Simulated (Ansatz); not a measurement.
**CH₃BN+ (SMILES BN=[CH+]): one structure at several levels**

The task here is to estimate one member of a computed series from the others.

Program: Ansatz 0.2.0, Gaussian basis. Level of theory: single points in def2-TZVPP. These are calculated values, not measurements.

Correlated methods freeze the cores.

## Starting geometry

SMILES `BN=[CH+]`, 6 atoms, charge 1, spin multiplicity 1.

Atoms are counted from 1 here; the program's logs count them from 0.

Bond lengths: B1–N2 1.421 Å, B1–H4 1.155 Å, B1–H5 1.154 Å, N2–C3 1.146 Å, C3–H6 1.046 Å. Angles: N2–B1–H4 117.9°, N2–B1–H5 116.5°, H4–B1–H5 125.6°, B1–N2–C3 178.6°, N2–C3–H6 177.0°.

As a file:

```xyz
6
charge 1, multiplicity 1
B    -0.5720    0.7394   -0.5717
N     0.1818   -0.2173    0.1599
C     0.7715   -1.0094    0.7421
H    -1.1836    0.3678   -1.4789
H    -0.5024    1.8336   -0.2111
H     1.3083   -1.6985    1.3176
```

Set-up of the first run:

Contents of run/in.yaml:

```yaml
crystal:
  periodic: [false, false, false]
  atoms:
    - {symbol: B, position_ang: [-0.572000, 0.739400, -0.571700]}
    - {symbol: N, position_ang: [0.181800, -0.217300, 0.159900]}
    - {symbol: C, position_ang: [0.771500, -1.009400, 0.742100]}
    - {symbol: H, position_ang: [-1.183600, 0.367800, -1.478900]}
    - {symbol: H, position_ang: [-0.502400, 1.833600, -0.211100]}
    - {symbol: H, position_ang: [1.308300, -1.698500, 1.317600]}
basis:
  gaussian: {orbitals: def2-TZVPP}
total_charge: 1
correlation: {method: ccsd_t}
output: {forces: true}
```

The command line of these runs was not kept.

Steps of the session up to this table: CCSD(T)/def2-TZVPP; PBE0-D4/def2-TZVPP; wB97M-V/def2-TZVPP; r2SCAN-D4/def2-TZVPP; PBE-D4/def2-TZVPP; B97M-V/def2-TZVPP; LC-wPBE/def2-TZVPP.

One of the session's tables, all rows but one given; the rest of the session is left out.

| method | RMS force component (eV/Å) | angle to CCSD(T) forces (°) |
| --- | --- | --- |
| CCSD(T) | 0.869 | reference |
| PBE0-D4 | 0.979 | 23.7 |
| wB97M-V | 1.114 | 20.0 |
| r2SCAN-D4 | 0.792 | 20.3 |
| PBE-D4 | ? | ? |
| B97M-V | 0.831 | 23.2 |
| LC-wPBE | 1.278 | 24.9 |

Estimate the missing values for PBE-D4.

As computed: RMS force component (eV/Å): 0.620; angle to CCSD(T) forces (°): 27.8. In the column «RMS force component (eV/Å)» it is the lowest.
